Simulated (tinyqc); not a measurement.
Inside a calculation. Method: RHF in the sto-6g basis, for H2O, spin multiplicity 1. Computed by tinyqc, a small Python program that keeps every step (integrals from PySCF). Settings: charge = 0, multiplicity = 1, basis = sto-6g, energy threshold = 1e-08, iteration cap = 77, orthogonalisation = symmetric, start = Wolfsberg-Helmholz matrix, DIIS depth = 0, method = RHF. Command: `OMP_NUM_THREADS=1 python tinyqc.py 29594 29595 out.jsonl` (the two numbers bound the seeds that draw the settings). One thread of a shared host (Intel(R) Xeon(R) Processor @ 2.60GHz), about 0.1 s of CPU time with the checks.

Geometry (angstrom):
```
atom,x,y,z
O,0.000000,0.000000,0.000000
H,0.000000,0.814000,0.549000
H,0.000000,-0.878000,0.592000
```

Stop when the energy changes by less than 1e-08 hartree and every element of the error matrix X^T (F D S - S D F) X is below 3e-05.

Course of the cycle:
```
iteration,E (hartree),change,largest element of the error matrix
1,-75.33581747,-,4.48e-01
2,-75.64771920,-3.12e-01,1.19e-01
3,-75.66644716,-1.87e-02,3.84e-02
4,-75.66862288,-2.18e-03,1.42e-02
5,-75.66894551,-3.23e-04,5.55e-03
6,-75.66900469,-5.92e-05,2.29e-03
7,-75.66901670,-1.20e-05,9.88e-04
8,-75.66901923,-2.53e-06,4.39e-04
9,-75.66901977,-5.40e-07,1.98e-04
10,-75.66901988,-1.16e-07,9.15e-05
11,-75.66901991,-2.48e-08,4.26e-05
12,-75.66901992,-5.33e-09,1.98e-05
```

Can the last value be used, and what does the course show?

Yes. Converged in 12 iterations. PySCF RHF in the same basis = -75.66901992 hartree.
